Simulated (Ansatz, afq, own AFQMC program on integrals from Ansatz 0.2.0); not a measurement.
Two steps: Ansatz 0.2.0 writes the Fock matrix and Cholesky factors of the valence space, and afq projects on them the lowest state that overlaps trial and start.

```yaml
crystal:
  periodic: [false, false, false]
  atoms:
    - {symbol: Al, position_ang: [0.000000, 0.000000, 0.352569]}
    - {symbol: Al, position_ang: [0.000000, 0.000000, -2.324369]}
    - {symbol: H, position_ang: [0.000000, 0.000000, 1.971799]}
basis:
  gaussian: {orbitals: 6-31G}
magnetization: {spin_polarized: false, initial_magnetization: 3}
correlation: {method: ccsd_t, electrons: outside_noble_gas, hamiltonian_folder: ham}
```

```sh
$ ansatz run in.yaml --threads 1 --pin off --events-out ev --progress --plain --max-ram 1382MiB
```

Options of the walk:

```
--method phaseless --trial hf --walkers 340 --populations 1 --least-time 40 --time-step 0.005 --steps-per-block 20 --equilibration-blocks 112 --max-blocks 600 --target-error 0.0009600 --factor-cut 1e-05 --start spin_pure --seed 6594 --taylor-order 6
```

Times are imaginary, in 1/Eh. The walk had a cap of 520 s.

```
orbitals 18  electrons 5 2  factors 102 of 308
reference energy -484.27224474 Eh
CCSD correlation -0.07874051 Eh in 13 cycles, weight of the determinant in the CISD state 0.8313
energy of the start -484.272245 Eh
 block  time / (1/Eh)  mean weight  energy / Eh
     1     0.100  1.0003  -484.278243
     2     0.200  1.0001  -484.283903
     3     0.300  1.0001  -484.288917
     4     0.400  1.0003  -484.294526
     5     0.500  1.0002  -484.298414
     7     0.700  1.0001  -484.303895
     9     0.900  0.9998  -484.310047
    13     1.300  0.9996  -484.321081
    37     3.700  0.9999  -484.347168
    61     6.100  1.0003  -484.342218
    85     8.500  0.9995  -484.346321
   109    10.900  0.9997  -484.347392
   133    13.300  1.0008  -484.367064
   157    15.700  1.0004  -484.345379
   181    18.100  1.0001  -484.347924
   205    20.500  0.9998  -484.350829
   229    22.900  0.9995  -484.342839
   253    25.300  0.9998  -484.348867
   277    27.700  1.0004  -484.347254
   301    30.100  0.9998  -484.367653
   325    32.500  0.9998  -484.355951
   349    34.900  1.0002  -484.341141
   373    37.300  1.0006  -484.345087
   397    39.700  0.9997  -484.355394
   421    42.100  0.9999  -484.344455
   445    44.500  1.0000  -484.343906
   469    46.900  0.9999  -484.356652
   493    49.300  1.0000  -484.352377
   505    50.500  1.0008  -484.346361
blocks merged  error / Eh  count
     1  0.000288  400
     2  0.000380  200
     4  0.000504  100
     8  0.000656  50
    16  0.000846  25
    32  0.000813  12
energy -484.349613 +/- 0.000846 Eh
(rows thinned)
```

Question: Estimate how long the walk took on 1 thread of Arm Neoverse V1, on a shared host.

Answer: 2 min of wall time.

The run failed at least one of its tests; the cautions name the faults.

Against this walk (error 23.0 meV) on the same determinant: CCSD(T) 110.1 meV lower, CCSDT(Q) 150.4 meV lower, CCSDTQ 155.0 meV lower, full CI (a separate run on its own orbitals, whose frozen core shifts it by up to a few meV) 156.0 meV lower, a separate phaseless walk with a CISD trial and standard settings 116.0 ± 23.5 meV lower. The error is statistical and leaves out the bias of the constraint. Full CI is exact here, so the walk's 156 meV above it is the walk's own error: the bias of the constraint with this trial, or a walk that hasn't relaxed. The determinant is a poor start (see the cautions), so the low cluster orders aren't to be relied on, and full CI is the sure value.

Cautions: constraint bias not in the error; error not settled; another spin lies lower (by 627 meV); strong correlation (T1 0.071, weight of the determinant 0.83, largest double 0.12); full CI with its own frozen core.

CCSDT and higher add their correlation energy to the determinant of the CCSD(T) run, since their own runs factorise the integrals more tightly (a shift of under 2 meV). A walk keeps the symmetry of its determinant, which the program's search chose and which needn't be the lowest solution, so a lower state of the same spin and another symmetry isn't excluded.
